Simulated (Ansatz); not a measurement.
```yaml
crystal:
  periodic: [false, false, false]
  atoms:
    - {symbol: Pt, position_ang: [0.000000, 0.000000, 0.000000]}
    - {symbol: Si, position_ang: [0.000000, 0.000000, 2.470000]}
basis:
  gaussian: {orbitals: def2-TZVP}
hamiltonian: {xc: pbe0}
relax: {f_tol: 0.004, max_steps: 80}
```

```sh
$ ansatz run in.yaml --threads 1 --pin off --events-out ev --progress --plain --max-ram 2176MiB
```

Steps of the relaxation (energy above the last step; positions in Å, forces in eV/Å):

```
2
step 1, 1311.8 meV
Pt    0.000    0.000    0.000    0.000    0.000    4.807
Si    0.000    0.000    2.470    0.000    0.000   -4.807
```

```
2
step 2, 2.8 meV
Pt    0.000    0.000    0.195    0.000    0.000    0.386
Si    0.000    0.000    2.275    0.000    0.000   -0.386
```

```
2
step 3, 1.1 meV
Pt    0.000    0.000    0.206    0.000    0.000   -0.250
Si    0.000    0.000    2.264    0.000    0.000    0.250
```

```
2
step 5, 0.0 meV
Pt    0.000    0.000    0.202    0.000    0.000    0.000
Si    0.000    0.000    2.268    0.000    0.000    0.000
```

Close pairs at the end: Pt1–Si2 2.066 Å.

A stationary point of restricted PBE0 after 5 steps (its stability towards spin polarisation wasn't tested). 7 s on 1 thread of Intel Xeon 6975P-C, shared host.
